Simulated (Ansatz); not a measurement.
This Ansatz (a quantum-chemistry and plane-wave program) input (MP2/cc-pCVQZ) gives -682.44512 Eh with 218 basis functions. A basis named .json is the Basis Set Exchange file of that set (core-valence sets with the plain set on hydrogen).

Ansatz 0.2 input:
```yaml
crystal:
  periodic: [false, false, false]
  atoms:
    - {symbol: P, position_ang: [-0.00000000, -0.00000000, -0.94474959]}
    - {symbol: P, position_ang: [0.00000000, 0.00000000, 0.94474959]}
basis:
  gaussian:
    orbitals: cc-pCVQZ.json
magnetization: {spin_polarized: false}
correlation: {method: mp2, frozen_orbitals: {P: 1}}
```

Change:
```diff
- correlation: {method: mp2, frozen_orbitals: {P: 1}}
+ correlation: {method: mp2, electrons: outside_noble_gas}
```

**Question.** What does the run give now?

**Answer.** -681.79951 Eh (MP2/cc-pCVQZ, 218 functions), a change of +645.61 mEh.
